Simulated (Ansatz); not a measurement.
**Au–SiH3, singlet: the ladder up to RCCSDT(Q)**

Geometry: displaced at random from a stationary point.

| atom | x (Å) | y (Å) | z (Å) |
| --- | --- | --- | --- |
| Au | -0.2976 | 0.0019 | 0.0006 |
| Si | 1.8260 | -0.0044 | -0.0006 |
| H | 2.3969 | -1.4390 | -0.0065 |
| H | 2.5002 | 0.6085 | 1.2155 |
| H | 2.3835 | 0.5806 | -1.3103 |

Basis def2-SVP with its core potentials; Ansatz 0.2.0. Only valence electrons are correlated (noble-gas cores frozen), which leaves 18 electrons in 56 orbitals. R marks a restricted (for open shells ROHF) determinant. Active spaces: frontier = (8e, 8o) about the gap. No spin–orbit coupling is included; scalar relativity enters through the core potentials alone. The metal's outer-core shells are frozen, which leaves out core–valence correlation.

Full CI isn't at hand for all of this; RCCSDT(Q) serves as the reference, and is uncertain by the last step of the cluster series or more.

The UHF ⟨S²⟩ is 0.000 and the T1 diagnostic (RCCSD) is 0.0210. The largest doubles amplitude (RCCSD) is 0.040.

| level | E − E(RHF) (eV) |
| --- | --- |
| RMP2 | -11.0645 |
| RCCSD | -11.1100 |
| RCCSD(T) | -11.3880 |

Question: Estimate how far RCCSDT(Q) in def2-SVP lies from RCCSD(T). The table doesn't fix it; the size of (T) and the diagnostics are the guide.

Answer: RCCSDT(Q) in def2-SVP lies 2.1 kJ/mol below RCCSD(T), which is 8 % of the (T) step (-26.8 kJ/mol). T1 is raised, but (T) still catches most of what CCSD lacks.

The other levels:

| level | E − E(RCCSDT(Q)) (kJ/mol) | share of correlation (%) | wall time |
| --- | --- | --- | --- |
| CISD | 148.5 | 86.51 | 9.5 s |
| RCCSDT | 1.4 | 99.87 | – |

The correlation energy at RCCSDT(Q), counted from RHF, is -11.409 eV. That run took 3.4 min on 1 thread of Arm Neoverse V1, shared host.

Run but not shown, since their state, orbitals or frozen core can't be matched to the reference's or they repeat it: CASSCF (frontier space), NEVPT2 (frontier space).

Times hold each run's SCF and search for its determinant on a shared host, so for small cases they say little of a method's own cost; they ran on 1 thread of Arm Neoverse V1. Some runs computed forces too.
